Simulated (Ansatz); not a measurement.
## What a trial cell of Li₂Sc relaxes into

All numbers below come from DFT PBE, scalar-relativistic, plane waves, PAW (Ansatz 0.2.0). Cutoff 420 eV, Γ-centred k mesh, Gaussian smearing, no spin polarisation in the final step.

Li₂Sc was placed on the fluorite structure type (Fm-3m, No. 225), with Sc in place of Ca, Li in place of F, at a guessed volume.

```yaml
crystal:
  lattice:
    - [0.00000, 2.77258, 2.77258]
    - [2.77258, 0.00000, 2.77258]
    - [2.77258, 2.77258, 0.00000]
  atoms:
    - { symbol: Li, position: [0.25000, 0.25000, 0.25000] }
    - { symbol: Li, position: [0.75000, 0.75000, 0.75000] }
    - { symbol: Sc, position: [0.00000, 0.00000, 0.00000] }
```

Steps on the 6×6×6 mesh (3 atoms). 10 of 10 steps are shown, and the free energy counts from the last. Trial steps that were taken back and renewals of the plane-wave basis can be among the rows.

```
step  ΔF (meV/atom) V (Å³/atom) P (GPa)
   1          674.6        14.21    25.35
   2          402.3        16.33    16.49
   3          207.7        18.72    10.09
   4           85.6        21.33     5.16
   5           31.9        24.17     1.08
   6           29.1        25.06    -0.01
   7            7.9        25.06     1.35
   8            1.3        26.21     0.51
   9            0.1        26.96     0.04
  10            0.0        26.96     0.04
```

A final relaxation ran on a 12×12×12 mesh. The relaxed crystal, Fm-3m (No. 225):

```cif
data_structure
_symmetry_space_group_name_H-M 'Fm-3m'
_symmetry_Int_Tables_number 225
_cell_length_a 6.8653
_cell_length_b 6.8653
_cell_length_c 6.8653
_cell_angle_alpha 90.000
_cell_angle_beta 90.000
_cell_angle_gamma 90.000
_cell_volume 323.57
loop_
_atom_site_label
_atom_site_type_symbol
_atom_site_symmetry_multiplicity
_atom_site_Wyckoff_symbol
_atom_site_fract_x
_atom_site_fract_y
_atom_site_fract_z
_atom_site_occupancy
Li1 Li 8 c 0.25000 0.75000 0.75000 1
Sc1 Sc 4 a 0.00000 0.00000 0.00000 1
```

- Volume per atom: 26.96 Å³
- Density: 1.21 g/cm³
- Energy over the elements: 0.79 eV/atom
- Gap on the 12×12×12 mesh: 0 eV (a metal)

Energies over the elements count from the elements' standard structures at the same level, with no empirical corrections.

The final run used a 12×12×12 mesh on its 3-atom cell and 0.10 eV smearing. For metals, differences of a few meV/atom aren't resolved.

Symmetry constrained the relaxation, so the result can be a saddle point.

Cost: 3 runs of about 0.31 core-minutes in all, on Arm Neoverse V2 (shared hosts).